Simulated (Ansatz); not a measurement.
# C₄H₅F: basis-set convergence

Aim: see how fast density functionals converge with the basis set for C₄H₅F.

Program: Ansatz 0.2.0, Gaussian basis. Level of theory: one geometry, several basis sets. These are calculated values, not measurements.

The runs, in order: PBE0-D4/def2-SVP; ωB97M-V/def2-SVP; PBE0-D4/def2-QZVPP; ωB97M-V/def2-QZVPP; the functionals' def2-TZVPP values are taken from earlier runs.

### Step 1. Structure used throughout

An earlier PBE0-D4 in a triple-zeta def2 set relaxation fixed the geometry.

SMILES `FC1=CCC1`, 10 atoms, charge 0, spin multiplicity 1.

Atoms are counted from 1 here; the program's logs count them from 0.

Bond lengths: F1–C2 1.323 Å, C2–C3 1.328 Å, C2–C5 1.490 Å, C3–C4 1.515 Å, C3–H6 1.080 Å, C4–C5 1.562 Å, C4–H7 1.092 Å, C4–H8 1.092 Å, C5–H9 1.092 Å, C5–H10 1.092 Å. Angles: F1–C2–C3 133.5°, F1–C2–C5 128.7°, C3–C2–C5 97.9°, C2–C3–C4 91.1°, C2–C3–H6 135.3°, C4–C3–H6 133.6°, C3–C4–C5 87.4°, C3–C4–H7 115.5°, C3–C4–H8 115.5°, C5–C4–H7 113.9°, C5–C4–H8 113.9°, H7–C4–H8 109.3°, C2–C5–C4 83.6°, C2–C5–H9 116.0°, C2–C5–H10 115.9°, C4–C5–H9 115.1°, C4–C5–H10 115.0°, H9–C5–H10 109.5°.

### Step 2. PBE0-D4 in def2-SVP

File in.yaml:

```yaml
crystal:
  periodic: [false, false, false]
  atoms:
    - {symbol: F, position_ang: [0.268249, 0.493375, 2.323549]}
    - {symbol: C, position_ang: [0.119096, 0.114552, 1.064314]}
    - {symbol: C, position_ang: [-0.027098, -1.067469, 0.477338]}
    - {symbol: C, position_ang: [-0.107927, -0.413410, -0.886850]}
    - {symbol: C, position_ang: [0.066616, 0.959016, -0.161972]}
    - {symbol: H, position_ang: [-0.072750, -2.092418, 0.816116]}
    - {symbol: H, position_ang: [0.705010, -0.657460, -1.574648]}
    - {symbol: H, position_ang: [-1.063769, -0.522116, -1.404617]}
    - {symbol: H, position_ang: [-0.787416, 1.635566, -0.240642]}
    - {symbol: H, position_ang: [0.983188, 1.499264, -0.409690]}
basis:
  gaussian: {orbitals: def2-SVP}
hamiltonian: {xc: pbe0, dispersion: d4}
output: {orbitals: {seedname: orbitals}}
```

The runs that follow: ωB97M-V in def2-SVP; PBE0-D4 in def2-QZVPP; ωB97M-V in def2-QZVPP.

**Question.** What will the summary of the whole plan be? Wanted: PBE0-D4: double and triple zeta above quadruple; ωB97M-V: double and triple zeta above quadruple.

**Answer**, as computed:

| quantity | value |
| --- | --- |
| PBE0-D4: double and triple zeta above quadruple | 8.24, 0.37 eV |
| ωB97M-V: double and triple zeta above quadruple | 8.51, 0.35 eV |

PBE0-D4 gains 7.87 eV from double to triple zeta, then 0.37 eV more. Total energies overstate the basis error of differences, where much of it tends to cancel. The LUMO of ωB97M-V is positive and keeps falling with the basis (3.10 to 2.05 eV): an unbound level that the basis holds in place.
